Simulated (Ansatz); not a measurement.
**C₃H₅ClS: basis-set convergence**

An exercise on one series of results from a longer session: the logs are not shown, and one member is left open.

Method: one geometry, several basis sets; program: Ansatz 0.2.0, Gaussian basis.

The runs, in order: PBE0-D4/def2-SVP; ωB97M-V/def2-SVP; PBE0-D4/def2-QZVPP; ωB97M-V/def2-QZVPP; the functionals' def2-TZVPP values are taken from earlier runs.

### Structure used throughout

An earlier PBE0-D4 in a triple-zeta def2 set relaxation fixed the geometry.

SMILES `CC(=S)CCl`, 10 atoms, charge 0, spin multiplicity 1.

Atoms are counted from 1 here; the program's logs count them from 0.

Bond lengths: C1–C2 1.487 Å, C1–H6 1.095 Å, C1–H7 1.087 Å, C1–H8 1.095 Å, C2–S3 1.617 Å, C2–C4 1.501 Å, C4–Cl5 1.786 Å, C4–H9 1.094 Å, C4–H10 1.086 Å. Angles: C2–C1–H6 110.6°, C2–C1–H7 111.0°, C2–C1–H8 109.4°, H6–C1–H7 110.4°, H6–C1–H8 105.9°, H7–C1–H8 109.4°, C1–C2–S3 123.8°, C1–C2–C4 117.2°, S3–C2–C4 119.0°, C2–C4–Cl5 113.8°, C2–C4–H9 108.7°, C2–C4–H10 110.8°, Cl5–C4–H9 106.3°, Cl5–C4–H10 107.9°, H9–C4–H10 109.3°.

Set-up of the first run:

Contents of in.yaml:

```yaml
crystal:
  periodic: [false, false, false]
  atoms:
    - {symbol: C, position_ang: [-0.778794, -1.018143, 0.162282]}
    - {symbol: C, position_ang: [0.544926, -0.361987, -0.008114]}
    - {symbol: S, position_ang: [1.947727, -1.165185, -0.051675]}
    - {symbol: C, position_ang: [0.563650, 1.137006, -0.073579]}
    - {symbol: Cl, position_ang: [-0.744443, 1.830597, -1.072906]}
    - {symbol: H, position_ang: [-1.359755, -0.515822, 0.943093]}
    - {symbol: H, position_ang: [-0.662361, -2.073582, 0.395859]}
    - {symbol: H, position_ang: [-1.359254, -0.911180, -0.759562]}
    - {symbol: H, position_ang: [0.420855, 1.533232, 0.935906]}
    - {symbol: H, position_ang: [1.510551, 1.493963, -0.468204]}
basis:
  gaussian: {orbitals: def2-SVP}
hamiltonian: {xc: pbe0, dispersion: d4}
output: {orbitals: {seedname: orbitals}}
```

Started as:

```sh
> ansatz run in.yaml --threads 4 --pin off --events-out ev --progress --plain --max-ram 10444MiB
```

Steps of the session up to this table: PBE0-D4 in def2-SVP; ωB97M-V in def2-SVP; PBE0-D4 in def2-QZVPP; ωB97M-V in def2-QZVPP.

One of the session's tables, all rows but one given; the rest of the session is left out.

It belongs to the step «Functionals by basis». 

| functional | basis | HOMO (eV) | LUMO (eV) |
| --- | --- | --- | --- |
| PBE0-D4 | def2-SVP | -6.53 | -2.21 |
| PBE0-D4 | def2-TZVPP | -6.69 | -2.38 |
| PBE0-D4 | def2-QZVPP | -6.73 | -2.43 |
| ωB97M-V | def2-SVP | -8.71 | 0.02 |
| ωB97M-V | def2-TZVPP | -8.90 | -0.22 |
| ωB97M-V | def2-QZVPP | ? | ? |

Q: Estimate the row for ωB97M-V, def2-QZVPP from the others.

**Answer.** HOMO (eV): -8.94; LUMO (eV): -0.31. In the column «HOMO (eV)» it is the lowest.
